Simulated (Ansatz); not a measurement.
# Band gap of some solids

Method: G0W0@HSE06 (Ansatz, an electronic-structure program, hard PAW, contour deformation, complete-basis limit). References are measured gaps from which a computed or estimated zero-point shift was taken out, by their sources or here, so that they lie as a rule above the printed measurements. The table is a random draw of 6 from 8 solids with such references.

Values in eV.

```
solid                        reference  G0W0@HSE06  error (eV)
--------------------  ----------------  ----------  ----------
zinc-blende BP        2.2¶ (2.20–2.50)        2.33       +0.13
diamond-structure Si              1.23        1.41       +0.18
3C-SiC                            2.53        2.80       +0.27
rock-salt MgO                     8.36        8.44       +0.08
wurtzite AlN                      6.51        6.61       +0.10
rock-salt LiF                    15.35       15.00       -0.35
```

Over these 6 solids the mean error is +0.07 eV, the mean absolute error 0.19 eV (median 0.15 eV), and the worst case rock-salt LiF at -0.35 eV; the value is too high in 5 of 6 cases. Over all 8, from unrounded values, the mean error is +0.13 eV and the mean absolute error 0.22 eV (median 0.20 eV). Caveats on values not shown: GW on a hybrid start was not checked against another program (2).

¶ marks references of a special kind: zinc-blende BP, 2.2 eV (measured, zero-point renormalisation of 0.106 eV removed from the gap extrapolated to 0 K (as printed); the shift is computed, second of two values printed, our sources range from 2.20 to 2.50; as tabulated in X. Ren, F. Merz, H. Jiang et al., All-electron periodic G0W0 implementation …).

Brackets give the range of the sources taken for a reference, where it is wide; it can hold other temperatures.

Differences are worked out from the printed values.

Computed values are for a static lattice; measured ones hold zero-point and thermal shifts unless a correction is named.

Cells: G0W0@HSE06 at the measured cell. Caveats: GW on a hybrid start was not checked against another program (zinc-blende BP, diamond-structure Si, 3C-SiC, rock-salt MgO, wurtzite AlN, rock-salt LiF).

Not in this set, of the solids of all kinds but layered and molecular ones with a reference value in our tables and a result at some level: 171 for a reference of another kind, counted apart; 12 for a doubt on the run (G0W0@HSE06); 7 for sources at odds; 4 for no value at G0W0@HSE06 (not run, a failed fit, an unstable or unbound cell, or a value held back for tests); 2 for a high-temperature or high-pressure phase; 2 for a measured value of zero; 2 for a doubt noted on the run at G0W0@HSE06; 2 for a reference that its source doubts or gives as a wide range. These can be a level's best or worst cases. At least 71 more with a reference value are held back for tests. Solids without a released value at any level aren't counted. Without +SOC, gaps count where the solid holds none of Ge, As, Se, Br, Sn, Sb, Te, I or the elements past barium, or holds Ge, As, Se or Br with a gap over 4 eV. The metals Ce to Yb are counted apart.

References as tabulated in, or derived from, Chen et al. (2018), doi:10.1103/physrevmaterials.2.073803; X. Ren, F. Merz, H. Jiang et al., All-electron periodic G0W0 implementation …; Feneberg et al. (2010), doi:10.1103/physrevb.82.075208.
